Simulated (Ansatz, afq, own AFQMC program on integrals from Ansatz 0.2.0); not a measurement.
Two steps: Ansatz 0.2.0 writes the Fock matrix and Cholesky factors of the valence space, and afq projects on them the lowest state that overlaps trial and start.

```yaml
crystal:
  periodic: [false, false, false]
  atoms:
    - {symbol: Hf, position_ang: [0.000000, 0.000000, 0.000000]}
    - {symbol: H, position_ang: [0.000000, 0.000000, 2.865000]}
basis:
  gaussian: {orbitals: def2-TZVP}
magnetization: {spin_polarized: false, initial_magnetization: 1}
correlation: {method: ccsd_t, electrons: outside_noble_gas, hamiltonian_folder: ham}
```

```sh
$ ansatz run in.yaml --threads 1 --pin off --events-out ev --progress --plain --max-ram 16896MiB --backend cuda --devices 0, --max-vram 18GiB
```

afq runs on the folder ham with

```
--method phaseless --trial cisd --walkers 4000 --populations 20 --least-time 60 --time-step 0.005 --steps-per-block 50 --equilibration-blocks 40 --max-blocks 4000 --target-error 0.00014 --factor-cut 1e-05 --start spin_pure --seed 7888 --release-times 0.24,0.6,1.2,2,3,4.2 --release-step 0.04 --release-every 3 --taylor-order 6
```

Times are imaginary, in 1/Eh. The walk had a cap of 178 s. With eight or more populations the least sampling time is a fifth of least-time, and the error comes from their spread. Core potentials past Kr, no spin–orbit coupling.

Output of the walk:

```
orbitals 42  electrons 3 2  factors 305 of 410
reference energy -47.86101123 Eh
CCSD correlation -0.09149494 Eh in 22 cycles, weight of the determinant in the CISD state 0.7879
energy of the start -47.952504 Eh
 block  time / (1/Eh)  mean weight  energy / Eh
     1     0.250  1.0000  -47.952051
     2     0.500  1.0000  -47.952059
     3     0.750  1.0000  -47.952251
     4     1.000  1.0000  -47.952498
     5     1.250  1.0000  -47.952784
     7     1.750  0.9999  -47.953364
     9     2.250  0.9999  -47.953839
    13     3.250  1.0000  -47.954634
    16     4.000  0.9999  -47.955043
    19     4.750  1.0000  -47.955788
    25     6.250  1.0000  -47.956332
    31     7.750  1.0000  -47.955843
    37     9.250  0.9998  -47.956409
    43    10.750  0.9998  -47.956024
    49    12.250  0.9999  -47.956439
    55    13.750  0.9997  -47.956927
    61    15.250  1.0001  -47.956606
    67    16.750  1.0001  -47.955739
    73    18.250  1.0000  -47.955806
    79    19.750  0.9999  -47.956761
    85    21.250  1.0001  -47.956726
    91    22.750  0.9993  -47.955631
    97    24.250  0.9999  -47.956179
   103    25.750  0.9999  -47.956247
   109    27.250  1.0000  -47.956319
   115    28.750  0.9999  -47.955414
   118    29.500  1.0000  -47.955495
error from the spread of 20 populations
released: time / (1/Eh)  energy / Eh  error  mean overlap
  0.24  -47.956428  0.000094  0.9994
  0.60  -47.956677  0.000125  0.9997
  1.20  -47.957045  0.000117  0.9974
  2.00  -47.957544  0.000175  0.9971
  3.00  -47.957918  0.000208  0.9938
  4.20  -47.958489  0.000356  1.0019
energy -47.956150 +/- 0.000083 Eh
(rows thinned)
```

The run passed its tests (sampling time, drift between the halves within three errors, error under three times the target), which doesn't prove that it has relaxed. The second half of the sampling lies above the first by 2.6 errors of their difference, so the energy may still be moving and its error bar be too small.

Against this walk (error 2.3 meV) on the same determinant: CCSD(T) 20.6 meV lower, CCSDT(Q) 87.6 meV lower, CCSDTQ 88.8 meV lower, full CI 89.0 meV lower. The error is statistical and leaves out the bias of the constraint. The released energies are still falling (meV from the phaseless value at times in 1/Eh: -14 ± 3 at 0.60, -24 ± 3 at 1.20, -38 ± 5 at 2.00, -48 ± 6 at 3.00, -64 ± 10 at 4.20), so they give no level; they do show a bias of the constraint, and the last of them that isn't too noisy lies 41 meV above full CI. Full CI is exact here, so the walk's 89 meV above it is the walk's own error: the bias of the constraint with this trial, or a walk that hasn't relaxed. The determinant is a poor start (see the cautions), so the low cluster orders aren't to be relied on, and full CI is the sure value.

Cautions: constraint bias not in the error; no spin-orbit coupling; outer-core shells of the metal frozen; a spin-contaminated unrestricted determinant lies lower (UHF 575 meV lower, ⟨S²⟩ 1.66); strong correlation (T1 0.087, weight of the determinant 0.79, largest double 0.11).

The walk took 44 s on 1 × NVIDIA H100 80GB HBM3 with 2 threads of AMD EPYC 7R13 Processor (Zen 3), on a shared host (the card was shared). The log's last line is the phaseless energy.

CCSDT and higher add their correlation energy to the determinant of the CCSD(T) run, since their own runs factorise the integrals more tightly (a shift of under 2 meV). A walk keeps the symmetry of its determinant, which the program's search chose and which needn't be the lowest solution, so a lower state of the same spin and another symmetry isn't excluded.
